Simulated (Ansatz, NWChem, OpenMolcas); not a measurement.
## How methods differ on SiH2F2 (SMILES F[SiH2]F)

SiH2F2: 5 atoms, total charge 0, spin state singlet. As SMILES, `F[SiH2]F`. Geometry: relaxed at PBE0-D4/def2-TZVP.

Quantity: the HOMO–LUMO gap, in eV. The values are calculated.

```json
{"level": "PBE/aug-cc-pVDZ", "kind": "GGA", "program": "NWChem", "value (eV)": "7.55", "CPU time": "20 s"}
{"level": "TPSS/aug-cc-pVDZ", "kind": "meta-GGA", "program": "OpenMolcas", "value (eV)": "8.01", "CPU time": "42 s"}
{"level": "B3LYP/aug-cc-pVDZ", "kind": "global hybrid", "program": "Ansatz", "value (eV)": "9.34", "CPU time": "3.6 s"}
{"level": "BHLYP/aug-cc-pVDZ", "kind": "global hybrid", "program": "OpenMolcas", "value (eV)": "11.75", "CPU time": "26 s"}
{"level": "M06-2X/aug-cc-pVDZ", "kind": "hybrid meta-GGA", "program": "OpenMolcas", "value (eV)": "11.39", "CPU time": "32 s"}
{"level": "PBE0/aug-cc-pVDZ", "kind": "global hybrid", "program": "OpenMolcas", "value (eV)": "9.78", "CPU time": "26 s"}
{"level": "r2SCAN0/aug-cc-pVDZ", "kind": "hybrid meta-GGA", "program": "Ansatz", "value (eV)": "10.41", "CPU time": "5.2 s"}
{"level": "CAM-B3LYP/aug-cc-pVDZ", "kind": "range-separated hybrid", "program": "Ansatz", "value (eV)": "11.86", "CPU time": "3.8 s"}
```

The values span 7.55 to 11.86 eV. Orbital gaps aren't excitation energies; they tend to grow with the share of exact exchange. Times are those of the runs behind each value, whatever else they computed, on shared processors of several kinds: orders of magnitude only.
